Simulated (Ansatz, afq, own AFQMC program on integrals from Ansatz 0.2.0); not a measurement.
**GeH$_{2}$O, singlet in cc-pVDZ, levels against CCSDT(Q)**

```yaml
atoms:
  - { symbol: Ge, position_ang: [0.0000, 0.0000, 0.2692] }
  - { symbol: O, position_ang: [0.0000, 0.0000, -1.3631] }
  - { symbol: H, position_ang: [0.0000, 1.2866, 1.1183] }
  - { symbol: H, position_ang: [0.0000, -1.2866, 1.1183] }
```

Connectivity, by distances: GeH2–O.

Basis cc-pVDZ. Noble-gas cores (and the filled d shells of Ga–Kr and In–Xe) are frozen. Integrals, coupled cluster, full CI and functionals: Ansatz 0.2.0; the random walks run on the same integrals in our own AFQMC program. ph-AFQMC/CISD is guided by a CISD state made of CCSD amplitudes; releasing the constraint for a short imaginary time cuts its bias at the price of noise, slowly where states lie close. Free projection: walkers drawn from exp(T), propagated without any constraint. Its projection time is finite, and what remains of the start isn't in its error. ± is one standard error of the sampling. No spin–orbit coupling.

Determinant: RHF, the one that the program's search chose, which needn't be the lowest solution. The geometry is a point of a scan.

No full CI on the walks' own integrals is used here; CCSDT(Q) serves as the reference and is uncertain by about the last step of the cluster series.

Cautions: no relativity below Rb; no spin-orbit coupling; inner d shell frozen; higher spins were not checked; restricted determinant unstable towards unrestricted (UHF 8 meV lower, ⟨S²⟩ 0.22); raised T1 diagnostic (T1 0.031, weight of the determinant 0.87, largest double 0.11).

The T1 diagnostic is 0.0306 and the weight of the determinant in the CISD state is 0.866. The size of the correlated space is 12 electrons in 36 orbitals.

```tsv
level	correlation energy (eV)
MP2	-8.0973
CCSD	-8.3816
CCSD(T)	-8.6970
```

**Question.** Estimate where free-projection AFQMC lies against CCSD(T) on the same integrals.

**Answer.** 8.2 ± 3.1 kJ/mol below CCSD(T).

Reference: CCSDT(Q), correlation energy -8.764 eV. The released energy is read at 2.40 1/Eh (meV from the phaseless value at times in 1/Eh: -2 ± 26 at 0.24, -17 ± 25 at 0.51, -44 ± 23 at 0.99, 0 ± 23 at 1.62, -28 ± 44 at 2.40).

```
         level  E − E(reference) (kJ/mol)  share of correlation (%)
       CCSD(T)                        6.5                     99.24
         CCSDT                        4.5                     99.47
   ph-AFQMC/HF                 -1.9 ± 8.8                    100.22
 ph-AFQMC/CISD                  3.4 ± 2.8                     99.59
released AFQMC                  0.8 ± 4.2                     99.91
    free AFQMC                 -1.8 ± 3.1                    100.21
```

Free projections are given only where their last times agree within the noise and don't stop above the reference; a slow remainder of the start can still hide under it. A walk keeps the symmetry of its determinant, which the program's search chose and which needn't be the lowest solution, so a lower state of the same spin and another symmetry isn't excluded. Released energies are given only where the last usable release times agree within the noise; a slower fall can still hide under it.
